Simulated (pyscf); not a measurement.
# Four-centre exchange: O=V(Cl)(Cl)–Cl + SiH₄ → O=VH(Cl)–Cl + H₃Si–Cl

Gas phase, singlet surface, charge 0. Bonds broken: V2–Cl3, Si6–H7. Bonds formed: V2–H7, Cl3–Si6. PySCF, gas phase, ωB97X-D3(BJ)/def2-SVP geometries.

Transition state (Å):

```xyz
10

O     -0.3053    -0.5116     1.5749
V     -1.5446    -0.6512     0.7045
Cl    -0.5895    -1.3104    -1.3598
Cl    -3.0382     0.6563     1.5383
Cl    -2.3672    -2.6360     0.9021
Si    -0.0112     0.9807    -1.2269
H     -1.4132     0.7111    -0.2565
H     -0.8535     1.4654    -2.3445
H      0.2388     2.0598    -0.2243
H      1.3521     0.5668    -1.6542
```

One imaginary mode, 292i cm⁻¹; descent along it reached the two sides named, in the forms told below.

| bond | change | reactant side (Å) | saddle | product side |
|---|---|---|---|---|
| V2–Cl3 | breaks | 2.128 | 2.368 | 2.6 |
| Si6–H7 | breaks | 1.490 | 1.726 | 2.8 |
| V2–H7 | forms | 3.3 | 1.672 | 1.592 |
| Cl3–Si6 | forms | 3.5 | 2.367 | 2.115 |

Electronic energies relative to the separated reactants (kJ/mol):

| level | barrier | reaction energy | reverse barrier |
|---|---|---|---|
| ωB97X-D3(BJ)/def2-TZVP | 81.7 | +44.0 | 37.7 |
| PBE/def2-TZVP | 99.0 | +64.5 | 34.5 |
| r²SCAN/def2-TZVP | 99.4 | +64.6 | 34.8 |
| B3LYP-D3(BJ)/def2-TZVP | 103.8 | +55.4 | 48.5 |
| PBE0-D3(BJ)/def2-TZVP | 88.9 | +51.2 | 37.6 |
| M06-2X/def2-TZVP | 99.8 | +29.3 | 70.5 |
| ωB97M-D3(BJ)/def2-TZVP | 99.8 | +32.2 | 67.5 |
| HF/def2-TZVP | 176.4 | +6.6 | 169.8 |

With ωB97M-D3(BJ)/def2-TZVP energies and thermal terms (ideal gas, 1 atm, RRHO with modes under 100 cm⁻¹ raised to 100, one conformer, R ln 2 for chiral ones without a mode under 150 cm⁻¹), in kJ/mol:

| T (K) | ΔH‡ | ΔG‡ | ΔH | ΔG |
|---|---|---|---|---|
| 298 | 103.7 | 146.8 | +31.2 | +22.4 |
| 600 | 104.7 | 190.1 | +30.9 | +13.8 |
| 900 | 106.8 | 232.4 | +31.0 | +5.2 |
| 1200 | 109.3 | 273.9 | +31.2 | -3.4 |

On the product side the descent ends in an adduct with a Cl–V contact, 15.3 kJ/mol under the separated species and 53.1 kJ/mol under the saddle at ωB97X-D3(BJ)/def2-TZVP. What is counted as broken (Cl–V) persists as a longer contact in the product adduct; parting that adduct is a step of its own. This is the saddle that the search found; another between the same sides may lie lower.
